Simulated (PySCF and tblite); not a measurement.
C₅H₁₁N, numbered as in [CH3:1][C@@H:2]1[CH2:3][CH2:4][NH:5][CH2:6]1.

Search: ETKDG and KDG, MMFF94s, GFN2-xTB, 90 starts; geometries at PBE0-D3(BJ)/def2-SVP. Energies: PBE0-D3(BJ)/def2-TZVP, with GFN2-xTB thermal terms (modes under about 100 cm⁻¹ blended into free rotors). Symmetry numbers and mirror images are counted. Conformers within 4 kcal/mol (GFN2-xTB free energy) were kept, 5 at most. GIAO shieldings: PBE0/pcSseg-1. Shifts are against TMS (¹H), TMS (¹³C), NH3 (¹⁵N) at the same level; of two unlike H on one atom, a is the less shielded. Programs: PySCF with density fitting and tblite.

Question: What shifts does this protocol give at 298.15 K under fast conformational exchange?

Answer: ¹H: 2.85 (H4a, 1H), 2.85 (H6a, 1H), 2.82 (H4b, 1H), 2.18 (H6b, 1H), 1.81 (H3a, 1H), 1.79 (H2, 1H), 0.99 (H1, 3H), 0.97 (H3b, 1H) ppm. ¹³C: 57.7 (C6), 49.1 (C4), 34.7 (C2), 33.9 (C3), 21.2 (C1) ppm. ¹⁵N: 57.7 (N5) ppm.

Question: How do the conformers differ?

Answer: The 5-ring runs over atoms 2–3–4–5–6.
```tsv
conformer	shape	weight %
1	5-ring between envelope and twist (ring torsions -18, 41, -47, 33, -9°)	50.9
2	5-ring between envelope and twist (ring torsions 21, -43, 47, -32, 7°)	33.2
3	5-ring between envelope and twist (ring torsions -6, 28, -39, 35, -16°)	15.8
```

```
signal     1     2     3  average
    H1  0.95  1.04  1.02     0.99
    H2  1.93  1.79  1.37     1.79
   H3a  1.92  1.69  1.72     1.81
   H3b  0.87  1.13  0.95     0.97
   H4a  3.06  2.49  2.90     2.85
   H4b  2.62  3.14  2.80     2.82
   H6a  3.06  2.54  2.80     2.85
   H6b  2.01  2.59  1.89     2.18
    C1  19.7  24.9  18.3     21.2
    C2  34.3  33.2  39.3     34.7
    C3  33.4  33.9  35.8     33.9
    C4  48.7  49.4  49.9     49.1
    C6  58.1  56.3  59.2     57.7
    N5  57.5  55.4  63.2     57.7
```

Question: Which signal moves most, for its nucleus, between 200 and 400 K through the change of populations alone?

Answer: H2: 1.81 ppm at 200 K, 1.80 ppm at 250 K, 1.79 ppm at 298.15 K, 1.79 ppm at 350 K, 1.78 ppm at 400 K.

H on N, O and S are left out: they exchange, and hydrogen bonds move them by several ppm. Unscaled ¹⁵N shifts at such levels can be off by tens of ppm; differences between conformers or isomers are more reliable. Shifts are unscaled: against experiment ¹³C can be off by 15 ppm or more and ¹H by 0.8 ppm.


¹⁵N shifts are against a computed isolated NH3 molecule, about 20 ppm from the liquid.